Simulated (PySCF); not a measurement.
BO₂ + HF → BHF + O₂

Level: PBE0 in the def2-TZVP basis family, all electrons, no relativity, computed in PySCF with density fitting; open shells unrestricted.

| species | state and structure | E (Eh) | ZPE (kJ/mol) | H(298 K) − H(0) (kJ/mol) | S° (J/(mol K)) |
| --- | --- | --- | --- | --- | --- |
| BO₂ | doublet, D∞h, B–O 1.260 Å (×2) | -175.17710 | 20.3 | 10.1 | 224.4 |
| HF | singlet, C∞v, H–F 0.920 Å | -100.39188 | 24.9 | 8.7 | 173.6 |
| BHF | doublet, Cs, B–F 1.301 Å, B–H 1.206 Å; F–B–H 120.9° | -125.17117 | 29.1 | 10.0 | 228.1 |
| O₂ | triplet, D∞h, O–O 1.193 Å | -150.23561 | 10.3 | 8.7 | 204.9 |

(1) What is the electronic reaction energy?

(2) Add zero-point, thermal and entropy terms for 298.15 K and 1 bar.

Results:

(1) At PBE0/def2-TZVP, ΔE = 425.9 kJ/mol from the differences of the total energies times 2625.5, uphill. 

(2) ΔZPE = -5.8 and Δ[H(298) − H(0)] = -0.1 kJ/mol give ΔH° = 420.0 kJ/mol. ΔS° = 35.0 J/(mol K), so ΔG° = 420.0 − 298.15 × (0.0350) = 410 kJ/mol.

The structures come from searches over a few start shapes, so lower isomers are not excluded.
